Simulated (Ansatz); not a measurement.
Relaxation of ClH7Si2 (10 atoms, charge 0, multiplicity 1), to a largest force component of 0.03 eV/Å in at most 50 steps.

All numbers below come from Ansatz 0.2.0, RKS B3LYP-D4/6-31G*.

```xyz
10
Properties=species:S:1:pos:R:3
Si -0.449 0.075 -0.330
Cl 0.431 -0.654 2.810
H 0.527 1.026 0.250
H -0.661 0.459 -1.757
H 0.085 -1.310 -0.309
Si -2.477 0.212 0.655
H -3.498 -0.549 -0.114
H -2.504 -0.358 2.041
H -2.931 1.622 0.781
H -0.891 -0.521 2.669
```

Problem. Where does it end, and by what steps?

Solution. The run converged. After 6 steps the energy has fallen by 0.184 eV; Cl2 moved furthest, 0.52 Å.

```tsv
step	energy less start (eV)	largest force component (eV/Å)	accepted
0	0.0000	1.134	yes
1	-0.1340	0.709	yes
2	-0.1565	0.684	yes
3	-0.1755	0.172	yes
4	-0.1816	0.091	yes
5	-0.1828	0.082	yes
6	-0.1836	0.017	yes
```

```xyz
10
Properties=species:S:1:pos:R:3
Si -0.472 0.115 -0.507
Cl 0.507 -0.760 3.310
H 0.519 0.994 0.166
H -0.632 0.558 -1.919
H 0.029 -1.285 -0.501
Si -2.544 0.237 0.591
H -3.574 -0.588 -0.096
H -2.430 -0.278 1.990
H -3.033 1.639 0.678
H -0.736 -0.632 2.980
```

Whether the end is a true minimum wasn't checked by a vibrational analysis.

Time of the run: 14 s on 1 thread of Intel(R) Xeon(R) 6975P-C (Granite Rapids) (shared host), peak memory 0.15 GiB.
